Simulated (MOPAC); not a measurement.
MOPAC input (PM6):

```
PM6 PRECISE GNORM=0.05 LET XYZ CHARGE=1 GEO-OK AUX(PRECISION=9) THREADS=1
CH3O

O    -0.09788910 1   -0.14223064 1    0.59918690 1
C     0.11020707 1    0.04653981 1   -0.61310884 1
H     0.09106748 1    1.04600479 1   -1.05194397 1
H     0.31173752 1   -0.84557014 1   -1.20537534 1
H    -0.28093466 1    0.65817156 1    1.14247713 1
```

**Question.** What heat of formation does the run end on?

**Answer.** 167.60 kcal/mol.
